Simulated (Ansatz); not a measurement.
Compare A (`C1=NCCO1`) with its isomer B (`COCC#N`).

Computed with Ansatz on PBE0-D4/def2-TZVP structures; ΔE is electronic, products minus reactants. CCSD(T)/CBS adds triple-zeta CCSD(T) − MP2 to the extrapolated MP2 energy (def2 sets, frozen cores). This one scheme is used for every species. Functionals use def2-TZVPP. B3LYP here is the variant with VWN-RPA as its local correlation; programs differ in this. Each species was taken in one conformer, which may not be the lowest.

Task: Which is lower in electronic energy at CCSD(T)/CBS, and by how much? (Best estimate.)

Result: Ansatz gave: A, by 10.2 kcal/mol.

Task: Give E(B) − E(A) in kcal/mol with r2SCAN-D4, CCSD(T)/def2-TZVPP, CCSD(T)/def2-SVP, B2PLYP, CCSD/def2-TZVPP, HF/def2-TZVPP, B3LYP-D4. (An estimate is asked.)

Result: Computed: r2SCAN-D4 14.3, CCSD(T)/def2-TZVPP 9.1, CCSD(T)/def2-SVP 8.0, B2PLYP 8.3, CCSD/def2-TZVPP 8.3, HF/def2-TZVPP 5.1, B3LYP-D4 9.9. None reverses the order clearly.

Task: Does the order hold for the free energy at 298.15 K (harmonic terms from PBE0-D4)? (An estimate is asked.)

Result: Computed: Yes: G(B) − G(A) = +7.5 kcal/mol, for one conformer each.

Largest T1 diagnostic: 0.014.

From PBE to PBE0 (25 % exact exchange), in def2-TZVPP and without D4, E(B) − E(A) moves by +1.1 kcal/mol. At CCSD(T), def2-SVP lies −2.2 kcal/mol from the extrapolated value and def2-TZVPP −1.1 kcal/mol.
